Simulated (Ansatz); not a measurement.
Born–Oppenheimer molecular dynamics of BFH₄O (7 atoms, charge 0, multiplicity 1). It starts at the highest image of a converged band, a first-order saddle point between two minima.

Theory: UKS PBE0/def2-SVP in Ansatz 0.2.0.

```yaml
ensemble: NVE (velocity Verlet)
time_step: 0.5 fs
steps_asked: 200
starting_velocities_drawn_for: 100 K
seed: 8982
```

Frames 5 fs apart, positions in Å.

Velocities at 35.0 fs (Å/ps):

```
B 2.14 -19.24 8.26
O 7.41 5.91 -1.51
H 2.78 -1.21 11.92
H -2.75 -12.21 -2.47
H 44.71 39.11 -19.41
F -9.34 4.62 -2.81
H -9.23 -0.30 -1.83
```

```xyz
7
Properties=species:S:1:pos:R:3 time_fs=35.0 energy_less_start_eV=-0.600 T=1028
B -0.585 -0.208 -0.119
O 0.833 0.649 -0.286
H -0.952 -0.300 -1.274
H -1.223 0.481 0.633
H 1.429 -0.081 0.041
F 0.161 -1.312 0.422
H 0.851 1.327 0.397
7
Properties=species:S:1:pos:R:3 time_fs=40.0 energy_less_start_eV=-0.581 T=999
B -0.564 -0.300 -0.083
O 0.873 0.685 -0.295
H -0.963 -0.355 -1.221
H -1.253 0.403 0.666
H 1.628 0.135 -0.071
F 0.108 -1.295 0.410
H 0.816 1.357 0.406
7
Properties=species:S:1:pos:R:3 time_fs=45.0 energy_less_start_eV=-0.464 T=818
B -0.563 -0.339 -0.074
O 0.914 0.738 -0.306
H -0.999 -0.473 -1.209
H -1.234 0.298 0.728
H 1.785 0.321 -0.179
F 0.066 -1.317 0.417
H 0.812 1.389 0.390
7
Properties=species:S:1:pos:R:3 time_fs=50.0 energy_less_start_eV=-0.580 T=997
B -0.600 -0.322 -0.098
O 0.951 0.800 -0.320
H -1.010 -0.543 -1.212
H -1.181 0.293 0.773
H 1.869 0.478 -0.277
F 0.047 -1.387 0.445
H 0.844 1.450 0.390
7
Properties=species:S:1:pos:R:3 time_fs=55.0 energy_less_start_eV=-0.486 T=852
B -0.628 -0.323 -0.110
O 0.980 0.870 -0.336
H -1.008 -0.494 -1.253
H -1.131 0.424 0.738
H 1.883 0.571 -0.349
F 0.031 -1.462 0.473
H 0.912 1.504 0.387
7
Properties=species:S:1:pos:R:3 time_fs=60.0 energy_less_start_eV=-0.417 T=745
B -0.622 -0.363 -0.092
O 0.998 0.940 -0.354
H -0.976 -0.389 -1.260
H -1.070 0.525 0.599
H 1.917 0.587 -0.409
F 0.002 -1.513 0.489
H 0.993 1.548 0.391
7
Properties=species:S:1:pos:R:3 time_fs=65.0 energy_less_start_eV=-0.419 T=749
B -0.584 -0.427 -0.061
O 1.017 1.005 -0.375
H -0.897 -0.372 -1.221
H -1.047 0.520 0.550
H 1.872 0.604 -0.455
F -0.043 -1.534 0.491
H 1.078 1.573 0.408
7
Properties=species:S:1:pos:R:3 time_fs=70.0 energy_less_start_eV=-0.425 T=757
B -0.544 -0.472 -0.036
O 1.034 1.067 -0.395
H -0.783 -0.494 -1.229
H -1.050 0.380 0.664
H 1.886 0.598 -0.509
F -0.090 -1.546 0.490
H 1.152 1.571 0.417
7
Properties=species:S:1:pos:R:3 time_fs=75.0 energy_less_start_eV=-0.291 T=551
B -0.532 -0.470 -0.041
O 1.054 1.120 -0.413
H -0.654 -0.617 -1.239
H -1.060 0.212 0.822
H 1.866 0.625 -0.575
F -0.123 -1.578 0.503
H 1.211 1.562 0.431
7
Properties=species:S:1:pos:R:3 time_fs=80.0 energy_less_start_eV=-0.242 T=475
B -0.543 -0.455 -0.053
O 1.073 1.167 -0.427
H -0.564 -0.571 -1.254
H -1.080 0.179 0.837
H 1.857 0.664 -0.650
F -0.138 -1.627 0.526
H 1.263 1.550 0.441
7
Properties=species:S:1:pos:R:3 time_fs=85.0 energy_less_start_eV=-0.307 T=574
B -0.556 -0.475 -0.047
O 1.088 1.207 -0.437
H -0.541 -0.387 -1.262
H -1.113 0.305 0.690
H 1.877 0.703 -0.736
F -0.148 -1.668 0.543
H 1.323 1.534 0.436
7
Properties=species:S:1:pos:R:3 time_fs=90.0 energy_less_start_eV=-0.119 T=285
B -0.563 -0.522 -0.032
O 1.106 1.241 -0.444
H -0.548 -0.278 -1.214
H -1.132 0.419 0.537
H 1.856 0.787 -0.797
F -0.160 -1.686 0.549
H 1.403 1.527 0.433
```

Of the whole run (100 fs, mean temperature of the second half 626 K): The conserved energy stayed within 0.072 meV per atom of its start (net change -0.062 meV per atom), so the integration is sound. The system heated up, since it started high on the potential surface and ran downhill. A run of 0.1 ps of so small a system gives no equilibrium averages. The orbitals stay closed-shell, which can raise the energy where a bond breaks towards radicals; this wasn't checked here.

Run time: 7.2 min on 2 threads of Intel(R) Xeon(R) Platinum 8259CL CPU @ 2.50GHz (Skylake/Cascade Lake), on a shared host, peak memory 0.16 GiB.
